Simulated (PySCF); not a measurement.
C4H4FN.
Numbering: `[F:1]/[CH:2]=[CH:3]/[C@H:4]1[CH:5]=[N:6]1`

The computed photoelectron lines, unassigned: C 1s: 290.80 (area 1), 292.22 (area 1), 292.45 (area 1), 292.63 (area 1) eV; N 1s: 405.44 eV; F 1s: 693.08 eV.

Computed with delta-SCF UKS SCAN, pcX-2 on the ionised atom, pcseg-1 elsewhere, spin-free X2C (PySCF). Isolated species at its PBE0-D3(BJ)/def2-SVP geometry (one conformer only).

**Question.** Order the carbon atoms by C 1s binding energy.

**Answer.** 290.80 eV: C3 (alkene CH carbon); 292.22 eV: C4 (sp3 carbon bound to nitrogen); 292.45 eV: C5 (C=N carbon); 292.63 eV: C2 (vinylic C–F carbon). The listed C 1s values span 1.83 eV, from C3 (bonded to C (double bond), C and H) to C2 (bonded to F, C (double bond) and H). The widest gap between neighbouring values is 1.42 eV, between 290.80 and 292.22 eV. Summing the Pauling electronegativity differences to the bonded atoms, each weighted by its formal bond order, gives -0.35 for the lowest site and +1.08 for the highest; no listed site has a larger sum than the highest.

Bonded neighbours of each site: F1: C; C2: F, C (double bond) and H; C3: C (double bond), C and H; C4: N, 2 C and H; C5: N (double bond), C and H; N6: C (double bond) and C.

**Question.** Express the binding energy of N 1s of N6 in atomic units and per mole.

**Answer.** 405.44 eV = 14.8996 Eh = 39119 kJ/mol.

Spin contamination (⟨S²⟩ against 0.75 for a pure doublet) is marked for C 1s of C5 (0.86), which makes this value less certain.

On an x86-64 server with one thread, on a shared host, this took 75 s wall.

Shape of the structure used: `[F:1]/[CH:2]=[CH:3]/[C@H:4]1[CH:5]=[N:6]1`: C2–C3–C4–C5 -43°.
